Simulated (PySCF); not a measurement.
Compound: C₅H₁₁P.
Geometry (GFN2-xTB, Å), atoms numbered from 1 in this order:
```xyz
17
C5H11P angstrom
C      2.441   -0.412   -0.004
C      1.237    0.413    0.428
P      0.054    0.669   -0.995
C     -1.437    1.222    0.008
C     -1.899   -0.223    0.244
C     -0.983   -0.888   -0.793
H      2.975    0.087   -0.810
H      2.127   -1.391   -0.363
H      3.128   -0.556    0.828
H      1.565    1.407    0.749
H      0.724   -0.065    1.265
H     -1.215    1.805    0.901
H     -2.132    1.787   -0.614
H     -1.674   -0.558    1.256
H     -2.963   -0.386    0.069
H     -0.451   -1.778   -0.459
H     -1.504   -1.121   -1.721
```

Computed, not measured: TDDFT wB97X-D/def2-SVPD, vertical, gas phase, core orbitals frozen in the response (PySCF 2.14.0, density-fitted response routines).

Transition dipole moments from the ground state, in atomic units and in the frame of the coordinates above (overall signs are arbitrary), for the states with f of 0.002 or more among the lowest 7:

```
state  E (eV)      μx      μy      μz
   S1   5.796  -0.157   0.566   0.152
   S2   6.439   0.654   0.109   0.178
   S3   6.767  -0.324  -0.129   0.150
   S4   7.170  -0.056  -0.245   0.657
   S5   7.574  -0.055   0.085   0.083
   S6   7.593  -0.130   0.053  -0.166
   S7   7.763  -0.102   0.062   0.099
```

Task: Work out the oscillator strengths.

Result: f = (2/3) ΔE |μ|² with ΔE in hartree (27.2114 eV).

```csv
state,|μ|² (au),|μ| (D),f
S1,0.369,1.54,0.052
S2,0.471,1.74,0.074
S3,0.144,0.96,0.024
S4,0.495,1.79,0.087
S5,0.017,0.33,0.003
S6,0.047,0.55,0.009
S7,0.024,0.39,0.005
```

Task: What angle do the transition dipoles of S2 and S4 make?

Result: |cos θ| = |μa·μb| / (|μa| |μb|) = 0.11, so θ ≈ 84° (taken between 0 and 90°, since the signs are arbitrary).

Hardware: an Arm Neoverse N1 with one thread, shared host with 64 logical CPUs at a one-minute load of 57. Cost: 65 s wall, 0.90 GiB resident at most.

One conformer stands for the species.

Without π bonds the low states may be Rydberg-like; a valence basis with one diffuse set may place them up to an eV too high.
